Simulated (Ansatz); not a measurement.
Results of PBE0 in Ansatz (PAW) for fcc Ni.

Numerical settings: plane-wave cutoff 460 eV, 16×16×16 k mesh, Fermi–Dirac smearing 0.05 eV, spin-polarised with parallel moments, scalar-relativistic PAW data made under PBE.

The cell has the measured lattice: a = b = c = 3.524 Å, α = β = γ = 90.00°.

Question: What does this level give for the magnetic moment per atom (the cell's total over its atoms)?

Answer: 
- magnetic moment per atom (the cell's total over its atoms): 0.93 μB

Note: the run warned that the count of filled bands differs between k points; cell and atoms aren't relaxed at this level (pressure -2.5 GPa).

Moments are spin moments.

Computed values are for the static lattice.

The result took very roughly 18 core-minutes.

Ansatz is an electronic-structure program.
